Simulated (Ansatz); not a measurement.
Input for Ansatz (development build ahead of 0.2.0):

```yaml
crystal:
  periodic: [false, false, false]
  atoms:
    - { symbol: C, position_ang: [0.00828, 0.00256, -0.1589] }
    - { symbol: H, position_ang: [-1.0e-05, 0.0079, 0.97716] }
basis:
  gaussian: { orbitals: cc-pVTZ }
total_charge: 1
hamiltonian:
  xc: hf
```

The input is written out in the form of the current development build from the run's settings.

Results

- Converged: yes
- Total energy: -37.90732 hartree
- Spin squared of the determinant: 0.000

Caution: in another basis set an unrestricted determinant lies well below.
